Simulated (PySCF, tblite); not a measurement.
# CH₃O−: protonation, part 2 of 2

tblite 0.8.0 and PySCF 2.14.0. Atoms count from 0. The steps go on from the part before.

## Step 15: Protonation: CCSD(T)/ma-def2-TZVP

This step combines the energies above: geometries from PBE0-D3(BJ)/ma-def2-SVP, zero-point and thermal terms from PBE0-D3(BJ)/ma-def2-SVP.

The job: settings as JSON, then the geometry in Å.

```
{"job": {"kind": "pa", "geom": {"xc": "PBE0", "basis": "ma-def2-SVP", "d3": "d3bj", "grid": 1}, "hess": 1, "level": {"xc": "CCSD(T)", "basis": "ma-def2-TZVP"}}, "charge": -1, "multiplicity": 1}
C      0.044412    -0.004063    -0.011430
O      1.345131    -0.178776    -0.155905
H     -0.299877     0.463597     0.980098
H     -0.467064     0.676528    -0.783149
H     -0.605627    -0.950135    -0.064034
```

Output (the driver's rows laid out field by field):

```text
protonation site by site, CCSD(T)/ma-def2-TZVP // PBE0-D3(BJ)/ma-def2-SVP

row 1
  formula                 CH4O
  charge                  0
  multiplicity            1
  smiles                  CO
  kept                    yes
  pieces                  1
  point_group             Cs
  atom                    1
  element                 O
  electronic              1636.09
  enthalpy                1598.36
  free_energy             1571.02
  share_gas               1.0
```

Run time: 31 s. Hardware: 1 thread of Arm Neoverse V1, shared host; peak memory 0.65 GiB.

Energy given off on adding a proton (kJ/mol, gas phase, 298 K for the thermal columns):

| site | product | electronic | enthalpy | free energy |
| --- | --- | --- | --- | --- |
| O1 | CO | 1636.1 | 1598.4 | 1571.0 |

## Step 16: Single point (CH₃O−): wavefunction

Geometry: PBE0-D3(BJ)/ma-def2-SVP.

The job: settings as JSON, then the geometry in Å.

```
{"job": {"kind": "sp", "xc": "MP2", "basis": "ma-def2-TZVP", "grid": 2}, "charge": -1, "multiplicity": 1}
C      0.044412    -0.004063    -0.011430
O      1.345131    -0.178776    -0.155905
H     -0.299877     0.463597     0.980098
H     -0.467064     0.676528    -0.783149
H     -0.605627    -0.950135    -0.064034
```

With the program's defaults for keys left out, this is: wavefunction single point, frozen core, gas phase.

Log:

```text
final grid: 38536 points
cycle   1  E = -114.3308716232  dE =  1.292e-02  |g| = 7.627e-01  |ddm| = 1.372e+00
cycle   2  E = -114.3731818309  dE = -4.231e-02  |g| = 6.775e-01  |ddm| = 1.230e+00
cycle   3  E = -114.4563199563  dE = -8.314e-02  |g| = 3.655e-02  |ddm| = 5.509e-01
cycle   4  E = -114.4568519758  dE = -5.320e-04  |g| = 9.796e-03  |ddm| = 6.055e-02
cycle   5  E = -114.4568860007  dE = -3.402e-05  |g| = 3.523e-03  |ddm| = 1.573e-02
cycle   6  E = -114.4568901837  dE = -4.183e-06  |g| = 9.853e-04  |ddm| = 4.528e-03
cycle   7  E = -114.4568907040  dE = -5.203e-07  |g| = 1.962e-04  |ddm| = 2.202e-03
cycle   8  E = -114.4568907329  dE = -2.894e-08  |g| = 4.040e-05  |ddm| = 5.709e-04
cycle   9  E = -114.4568907342  dE = -1.274e-09  |g| = 8.822e-06  |ddm| = 1.284e-04
converged SCF energy = -114.4568907342
E(HF, exact integrals) = -114.4569331402
E(MP2) = -114.8905562661
```

Wall time 0.91 s (1 thread of Arm Neoverse V1, shared host).

## Step 17: Single point (CH4O): wavefunction

Geometry: PBE0-D3(BJ)/ma-def2-SVP.

The job: settings as JSON, then the geometry in Å.

```
{"job": {"kind": "sp", "xc": "MP2", "basis": "ma-def2-TZVP", "grid": 2}, "charge": 0, "multiplicity": 1}
C      0.046669     0.018557    -0.056212
O      1.383237     0.024634    -0.480338
H     -0.074082     0.388878     0.979130
H     -0.513340     0.692173    -0.720402
H     -0.416519    -0.983672    -0.124342
H      1.900119    -0.552613     0.087935
```

Method: wavefunction single point, frozen core, gas phase.

Log:

```text
final grid: 43904 points
cycle   1  E = -115.0456278088  dE =  5.969e-02  |g| = 4.725e-01  |ddm| = 1.420e+00
cycle   2  E = -115.0803144374  dE = -3.469e-02  |g| = 2.697e-01  |ddm| = 3.604e-01
cycle   3  E = -115.0922392395  dE = -1.192e-02  |g| = 3.977e-02  |ddm| = 1.243e-01
cycle   4  E = -115.0926424136  dE = -4.032e-04  |g| = 8.780e-03  |ddm| = 3.139e-02
cycle   5  E = -115.0926674762  dE = -2.506e-05  |g| = 2.155e-03  |ddm| = 8.818e-03
cycle   6  E = -115.0926692778  dE = -1.802e-06  |g| = 6.203e-04  |ddm| = 2.717e-03
cycle   7  E = -115.0926694658  dE = -1.880e-07  |g| = 1.465e-04  |ddm| = 9.724e-04
cycle   8  E = -115.0926694796  dE = -1.384e-08  |g| = 2.541e-05  |ddm| = 2.520e-04
cycle   9  E = -115.0926694800  dE = -4.070e-10  |g| = 4.858e-06  |ddm| = 3.970e-05
converged SCF energy = -115.0926694800
E(HF, exact integrals) = -115.0926932206
E(MP2) = -115.5089363972
```

Run time: 1.2 s. Hardware: 1 thread of Arm Neoverse V1, shared host.

## Step 18: Protonation: MP2/ma-def2-TZVP

This step combines the energies above: geometries from PBE0-D3(BJ)/ma-def2-SVP, zero-point and thermal terms from PBE0-D3(BJ)/ma-def2-SVP.

The job: settings as JSON, then the geometry in Å.

```
{"job": {"kind": "pa", "geom": {"xc": "PBE0", "basis": "ma-def2-SVP", "d3": "d3bj", "grid": 1}, "hess": 1, "level": {"xc": "MP2", "basis": "ma-def2-TZVP"}}, "charge": -1, "multiplicity": 1}
C      0.044412    -0.004063    -0.011430
O      1.345131    -0.178776    -0.155905
H     -0.299877     0.463597     0.980098
H     -0.467064     0.676528    -0.783149
H     -0.605627    -0.950135    -0.064034
```

Output (the driver's rows laid out field by field):

```text
protonation site by site, MP2/ma-def2-TZVP // PBE0-D3(BJ)/ma-def2-SVP

row 1
  formula                 CH4O
  charge                  0
  multiplicity            1
  smiles                  CO
  kept                    yes
  pieces                  1
  point_group             Cs
  atom                    1
  element                 O
  electronic              1623.56
  enthalpy                1585.82
  free_energy             1558.48
  share_gas               1.0
```

Run time: 2.1 s. Hardware: 1 thread of Arm Neoverse V1, shared host.

Energy given off on adding a proton (kJ/mol, gas phase, 298 K for the thermal columns):

| site | product | electronic | enthalpy | free energy |
| --- | --- | --- | --- | --- |
| O1 | CO | 1623.6 | 1585.8 | 1558.5 |

## Step 19: Single point (CH3O−): HF/ma-def2-TZVP

Geometry: PBE0-D3(BJ)/ma-def2-SVP.

The job: settings as JSON, then the geometry in Å.

```
{"job": {"kind": "sp", "xc": "HF", "basis": "ma-def2-TZVP", "grid": 2}, "charge": -1, "multiplicity": 1}
C      0.044412    -0.004063    -0.011430
O      1.345131    -0.178776    -0.155905
H     -0.299877     0.463597     0.980098
H     -0.467064     0.676528    -0.783149
H     -0.605627    -0.950135    -0.064034
```

Log:

```text
final grid: 38536 points
cycle   1  E = -114.3308716232  dE =  1.292e-02  |g| = 7.627e-01  |ddm| = 1.372e+00
cycle   2  E = -114.3731818309  dE = -4.231e-02  |g| = 6.775e-01  |ddm| = 1.230e+00
cycle   3  E = -114.4563199563  dE = -8.314e-02  |g| = 3.655e-02  |ddm| = 5.509e-01
cycle   4  E = -114.4568519758  dE = -5.320e-04  |g| = 9.796e-03  |ddm| = 6.055e-02
cycle   5  E = -114.4568860007  dE = -3.402e-05  |g| = 3.523e-03  |ddm| = 1.573e-02
cycle   6  E = -114.4568901837  dE = -4.183e-06  |g| = 9.853e-04  |ddm| = 4.528e-03
cycle   7  E = -114.4568907040  dE = -5.203e-07  |g| = 1.962e-04  |ddm| = 2.202e-03
cycle   8  E = -114.4568907329  dE = -2.894e-08  |g| = 4.040e-05  |ddm| = 5.709e-04
cycle   9  E = -114.4568907342  dE = -1.274e-09  |g| = 8.822e-06  |ddm| = 1.284e-04
converged SCF energy = -114.4568907342
```

Wall time 0.22 s (1 thread of Arm Neoverse V1, shared host).

## Step 20: Single point (CH4O): HF/ma-def2-TZVP

Geometry: PBE0-D3(BJ)/ma-def2-SVP.

The job: settings as JSON, then the geometry in Å.

```
{"job": {"kind": "sp", "xc": "HF", "basis": "ma-def2-TZVP", "grid": 2}, "charge": 0, "multiplicity": 1}
C      0.046669     0.018557    -0.056212
O      1.383237     0.024634    -0.480338
H     -0.074082     0.388878     0.979130
H     -0.513340     0.692173    -0.720402
H     -0.416519    -0.983672    -0.124342
H      1.900119    -0.552613     0.087935
```

Log:

```text
final grid: 43904 points
cycle   1  E = -115.0456278088  dE =  5.969e-02  |g| = 4.725e-01  |ddm| = 1.420e+00
cycle   2  E = -115.0803144374  dE = -3.469e-02  |g| = 2.697e-01  |ddm| = 3.604e-01
cycle   3  E = -115.0922392395  dE = -1.192e-02  |g| = 3.977e-02  |ddm| = 1.243e-01
cycle   4  E = -115.0926424136  dE = -4.032e-04  |g| = 8.780e-03  |ddm| = 3.139e-02
cycle   5  E = -115.0926674762  dE = -2.506e-05  |g| = 2.155e-03  |ddm| = 8.818e-03
cycle   6  E = -115.0926692778  dE = -1.802e-06  |g| = 6.203e-04  |ddm| = 2.717e-03
cycle   7  E = -115.0926694658  dE = -1.880e-07  |g| = 1.465e-04  |ddm| = 9.724e-04
cycle   8  E = -115.0926694796  dE = -1.384e-08  |g| = 2.541e-05  |ddm| = 2.520e-04
cycle   9  E = -115.0926694800  dE = -4.070e-10  |g| = 4.858e-06  |ddm| = 3.970e-05
converged SCF energy = -115.0926694800
```

Run time: 0.26 s. Hardware: 1 thread of Arm Neoverse V1, shared host.

## Step 21: Protonation: HF/ma-def2-TZVP

This step combines the energies above: geometries from PBE0-D3(BJ)/ma-def2-SVP, zero-point and thermal terms from PBE0-D3(BJ)/ma-def2-SVP.

The job: settings as JSON, then the geometry in Å.

```
{"job": {"kind": "pa", "geom": {"xc": "PBE0", "basis": "ma-def2-SVP", "d3": "d3bj", "grid": 1}, "hess": 1, "level": {"xc": "HF", "basis": "ma-def2-TZVP"}}, "charge": -1, "multiplicity": 1}
C      0.044412    -0.004063    -0.011430
O      1.345131    -0.178776    -0.155905
H     -0.299877     0.463597     0.980098
H     -0.467064     0.676528    -0.783149
H     -0.605627    -0.950135    -0.064034
```

Output (the driver's rows laid out field by field):

```text
protonation site by site, HF/ma-def2-TZVP // PBE0-D3(BJ)/ma-def2-SVP

row 1
  formula                 CH4O
  charge                  0
  multiplicity            1
  smiles                  CO
  kept                    yes
  pieces                  1
  point_group             Cs
  atom                    1
  element                 O
  electronic              1669.24
  enthalpy                1631.5
  free_energy             1604.16
  share_gas               1.0
```

Wall time 0.55 s (1 thread of Arm Neoverse V1, shared host).

Energy given off on adding a proton (kJ/mol, gas phase, 298 K for the thermal columns):

| site | product | electronic | enthalpy | free energy |
| --- | --- | --- | --- | --- |
| O1 | CO | 1669.2 | 1631.5 | 1604.2 |

## Step 22: What came out

The summary covers parts 1 to 2.

| quantity | value |
| --- | --- |
| strongest single infrared mode (GFN2-xTB) | 2068 cm⁻¹, 636 km/mol |
| zero-point energy (GFN2-xTB) | 20.8 kcal/mol |
| point group | C3v |
| rotational constants (main isotopes) | 157.57, 28.21, 28.21 GHz |
| proton affinity (−ΔH), O1 (wB97X-D3(BJ)/ma-def2-TZVP) | 1600.6 kJ/mol |
| proton affinity (−ΔH), O1 (CCSD(T)/ma-def2-TZVP) | 1598.4 kJ/mol |
| proton affinity (−ΔH), O1 (MP2/ma-def2-TZVP) | 1585.8 kJ/mol |
| proton affinity (−ΔH), O1 (HF/ma-def2-TZVP) | 1631.5 kJ/mol |

**Reading.** All 9 modes are real, so the xTB geometry is a minimum. Unscaled tight-binding wavenumbers are off by several per cent, some by more. Its intensities can rank the bands wrongly. The optimisation took 3 steps and gained 0.021 eV; among the close pairs (by a distance rule), C0–O1 changed most, from 1.294 to 1.320 Å (PBE0/ma-def2-SVP). The proton affinity (−ΔH) at O1 is 1600.6 kJ/mol at wB97X-D3(BJ)/ma-def2-TZVP; zero-point and thermal terms move it by -37.7 kJ/mol from the electronic value.
